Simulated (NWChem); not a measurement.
Everything below was run with NWChem. System: CH, charge 0, spin multiplicity 4, at the geometry of a parent with another charge or spin, in a state set for the comparison that need not be this species' ground state. Its SCF solution wasn't tested for a lower state. Level: UMP2/def2-TZVP, 1 core orbitals frozen.

Part of the output:

```
             Northwest Computational Chemistry Package (NWChem) 7.3.0
             --------------------------------------------------------

                                NWChem Input Module
                                -------------------

 Scaling coordinates for geometry "geometry" by  1.889725989
 (inverse scale =  0.529177249)

 Turning off AUTOSYM since
 SYMMETRY directive was detected!

                             Geometry "geometry" -> ""
                             -------------------------

 Output coordinates in angstroms (scale by  1.889725989 to convert to a.u.)

  No.       Tag          Charge          X              Y              Z
 ---- ---------------- ---------- -------------- -------------- --------------
    1 C                    6.0000     0.00000000     0.00000000     0.16203700
    2 H                    1.0000     0.00000000     0.00000000    -0.97222400

 Effective nuclear repulsion energy (a.u.)       2.7992353559

            Nuclear Dipole moment (a.u.)
            ----------------------------
        X                 Y               Z
 ---------------- ---------------- ----------------
     0.0000000000     0.0000000000    -0.0000037795

      Symmetry information
      --------------------

 Group name             C2v
 Group number             16
 Group order               4
 No. of unique centers     2

      Symmetry unique atoms

     1    2


 Summary of "ao basis" -> "" (spherical)
 ------------------------------------------------------------------------------
       Tag                 Description            Shells   Functions and Types
 ---------------- ------------------------------  ------  ---------------------
 *                         def2-tzvp                  on all atoms

 Summary of "ao basis" -> "ao basis" (spherical)
 ------------------------------------------------------------------------------
       Tag                 Description            Shells   Functions and Types
 ---------------- ------------------------------  ------  ---------------------
 C                         def2-tzvp                11       31   5s3p2d1f
 H                         def2-tzvp                 4        6   3s1p

                                 NWChem SCF Module
                                 -----------------

  ao basis        = "ao basis"
  functions       =    37
  atoms           =     2
  alpha electrons =     5
  beta  electrons =     2
  charge          =   0.00
  wavefunction    = UHF
  use symmetry    = T
  symmetry adapt  = T

 Summary of "ao basis" -> "ao basis" (spherical)
 ------------------------------------------------------------------------------
       Tag                 Description            Shells   Functions and Types
 ---------------- ------------------------------  ------  ---------------------
 C                         def2-tzvp                11       31   5s3p2d1f
 H                         def2-tzvp                 4        6   3s1p

      Symmetry analysis of basis
      --------------------------

        a1         18
        a2          3
        b1          8
        b2          8

 Forming initial guess at       0.1s

   Symmetry analysis of molecular orbitals - initial alpha
   -------------------------------------------------------

  Numbering of irreducible representations:

     1 a1          2 a2          3 b1          4 b2

  Orbital symmetries:

     1 a1          2 a1          3 a1          4 b2          5 b1
     6 a1          7 a1          8 b1          9 b2         10 a1
    11 a1         12 b1         13 b2         14 a2         15 a1

   Symmetry analysis of molecular orbitals - initial beta
   ------------------------------------------------------

  Numbering of irreducible representations:

     1 a1          2 a2          3 b1          4 b2

  Orbital symmetries:

     1 a1          2 a1          3 a1          4 b1          5 b2
     6 a1          7 a1          8 a1          9 b2         10 b1
    11 a1         12 b2         13 b1         14 a2         15 a1

 Starting SCF solution at       0.1s

 ----------------------------------------------
         Quadratically convergent UHF

 Convergence threshold     :          1.000E-07
[...]
     8      0.175118  1 C  pz

 Vector    4  Occ=0.000000D+00  E= 1.360479D-01  Symmetry=b2
              MO Center=  3.0D-18, -5.0D-16,  1.2D-01, r^2= 2.8D+00
   Bfn.  Coefficient  Atom+Function         Bfn.  Coefficient  Atom+Function
  ----- ------------  ---------------      ----- ------------  ---------------
    13      0.850600  1 C  py                 7      0.242298  1 C  py

 Vector    5  Occ=0.000000D+00  E= 1.360479D-01  Symmetry=b1
              MO Center= -9.6D-15, -1.4D-18,  1.2D-01, r^2= 2.8D+00
   Bfn.  Coefficient  Atom+Function         Bfn.  Coefficient  Atom+Function
  ----- ------------  ---------------      ----- ------------  ---------------
    12      0.850600  1 C  px                 6      0.242298  1 C  px

 center of mass
 --------------
 x =   0.00000000 y =   0.00000000 z =   0.14013511

 moments of inertia (a.u.)
 ------------------
           4.271548666514           0.000000000000           0.000000000000
           0.000000000000           4.271548666514           0.000000000000
           0.000000000000           0.000000000000           0.000000000000

  Mulliken analysis of the total density
  --------------------------------------

    Atom       Charge   Shell Charges
 -----------   ------   -------------------------------------------------------
    1 C    6     6.20   0.86  1.12  0.50  0.74  0.18  1.07  1.27  0.45  0.00  0.01  0.00
    2 H    1     0.80   0.23  0.44  0.10  0.02

  Mulliken analysis of the alpha density
  --------------------------------------

    Atom       Charge   Shell Charges
 -----------   ------   -------------------------------------------------------
    1 C    6     4.58   0.43  0.56  0.34  0.49  0.11  1.01  1.20  0.43  0.00  0.00  0.00
    2 H    1     0.42   0.13  0.24  0.04  0.02

   Mulliken analysis of the beta density
   -------------------------------------

    Atom       Charge   Shell Charges
 -----------   ------   -------------------------------------------------------
    1 C    6     1.63   0.42  0.57  0.16  0.24  0.08  0.06  0.07  0.01  0.00  0.01  0.00
    2 H    1     0.37   0.10  0.21  0.06  0.01

   Mulliken analysis of the spin density
   -------------------------------------

    Atom       Charge   Shell Charges
 -----------   ------   -------------------------------------------------------
    1 C    6     2.95   0.01 -0.01  0.18  0.25  0.03  0.95  1.13  0.42 -0.00 -0.00 -0.00
    2 H    1     0.05   0.02  0.03 -0.02  0.01

       Multipole analysis of the density wrt the origin
       ------------------------------------------------

     L   x y z        total         alpha         beta         nuclear
     -   - - -        -----         -----         ----         -------
     0   0 0 0     -0.000000     -5.000000     -2.000000      7.000000

     1   1 0 0     -0.000000      0.000000     -0.000000      0.000000
     1   0 1 0      0.000000      0.000000      0.000000      0.000000
     1   0 0 1     -0.241126     -0.872671      0.631549     -0.000004

     2   2 0 0     -5.465925     -4.637939     -0.827986      0.000000
     2   1 1 0      0.000000      0.000000      0.000000      0.000000
     2   1 0 1      0.000000     -0.000000      0.000000      0.000000
     2   0 2 0     -5.465925     -4.637939     -0.827986      0.000000
     2   0 1 1     -0.000000      0.000000     -0.000000      0.000000
     2   0 0 2     -3.983651     -5.932003     -1.989659      3.938011

                   NWChem MP2 Semi-direct Energy/Gradient Module
                   ---------------------------------------------

  Basis functions       =     37
  Molecular orbitals    =     37
  Frozen core           =      1
  Frozen virtuals       =      0
  Active alpha occupied =      4
  Active beta occupied  =      1
  Active alpha virtual  =     32
  Active beta virtual   =     35
  Use MO symmetry       = T
  Use skeleton AO sym   = T

  AO/Fock/Back tols     =   1.0D-09  1.0D-09  1.0D-09

 GA uses MA = F    GA memory limited = T

 Available:
  local mem=  1.26D+08
 global mem=  1.44D+08
 local disk=  0.00D+00
  mp2_memr nvloc                    32
  nvloc new                    32
   1 passes of   4:        3145728                       9190                    308343.
   1 passes of   4: M    126154108           G      144176462           F     123008380.

 Semi-direct pass number   1 of   1  for UHF alpha       at        0.3s
  vrange nnbf                   703
  mp2_eaftype                    10  avail_ma_in_mb                  1099
 EAF : mp2_eaftype filesize          10     154171.
  mp2_eaf for mointskh                     10
Node 0 wrote      0.7 Mb in      0.0 s     Agg I/O rate:   613.7 Mb/s
 Done moints_semi at        0.5s
  mp2_eaftype                    10  avail_ma_in_mb                  1089
 EAF : mp2_eaftype filesize          10     154171.
  mp2_eaf for kh                    10
 Done maket at        0.5s
 Done multipass loop at        0.5s

 GA uses MA = F    GA memory limited = T

 Available:
  local mem=  1.26D+08
 global mem=  1.44D+08
 local disk=  0.00D+00
  mp2_memr nvloc                    35
  nvloc new                    35
   1 passes of   1:        3145728                       4542                     86054.
   1 passes of   1: M    126154108           G      144176462           F     123008380.

 Semi-direct pass number   1 of   1  for UHF beta        at        0.6s
  vrange nnbf                   703
  mp2_eaftype                    10  avail_ma_in_mb                  1099
 EAF : mp2_eaftype filesize          10      43027.
  mp2_eaf for mointskh                     10
Node 0 wrote      0.2 Mb in      0.0 s     Agg I/O rate:  1105.1 Mb/s
 Done moints_semi at        0.7s
  mp2_eaftype                    10  avail_ma_in_mb                  1089
 EAF : mp2_eaftype filesize          10      43027.
  mp2_eaf for kh                    10
 Done maket at        0.7s
 Done multipass loop at        0.7s

          -------------------------------------------
          SCF energy                 -38.287569944287
          Correlation energy          -0.076229559254
          Singlet pairs                0.000000000000
          Triplet pairs                0.000000000000
          Total MP2 energy           -38.363799503541
          -------------------------------------------

          ---------------------------------------------------
                    Spin Component Scaled (SCS) MP2
          Same spin pairs                     -0.025395318826
          Same spin scaling factor             0.333333333333
          Opposite spin pairs                 -0.050834240428
          Opposite spin scaling fact.          1.200000000000
          SCS-MP2 correlation energy          -0.069466194789
          Total SCS-MP2 energy               -38.357036139076
          ---------------------------------------------------

 -----------------------
 Performance information
 -----------------------

 Timer overhead =  2.02D-07 seconds/call

               Nr. of calls         CPU time (s)                 Wall time (s)                GFlops
             ---------------    -------------------     ------------------------------   -------------------
Name         Min   Avg   Max    Min     Avg     Max     Min     Avg     Max   Mx/calls   Min     Max     Sum
mp2: moin     2     2     2   0.37    0.37    0.37     0.37    0.37    0.37    0.19      0.0     0.0     0.0
mp2: make     2     2     2   9.55E-3 9.55E-3 9.55E-3  9.55E-3 9.55E-3 9.55E-3 4.77E-3   0.0     0.0     0.0
mp2: tota     1     1     1   0.45    0.45    0.45     0.45    0.45    0.45    0.45      0.0     0.0     0.0

 The average no. of pstat calls per process was 5.00D+00
 with a timing overhead of 1.01D-06s

 Task  times  cpu:        0.7s     wall:        0.7s

 Total times  cpu:        0.7s     wall:        0.7s
```

**Question.** Write an NWChem input that would produce this output.

**Answer.** This is not unique; one that fits is 
```
start mol
memory heap 200 mb stack 900 mb global 1100 mb
geometry units angstroms nocenter noautoz
  C      0.000000     0.000000     0.162037
  H      0.000000     0.000000    -0.972224
  symmetry group C2v
end
basis spherical
  * library def2-tzvp
end
scf
  uhf
  nopen 3
  maxiter 100
  thresh 1e-7
  semidirect memsize 60000000 filesize 0
  # guess.movecs holds the orbitals of an unrestricted PBE0 run
  vectors input guess.movecs output mol.movecs
end
mp2
  freeze core 1
end
task mp2 energy
```
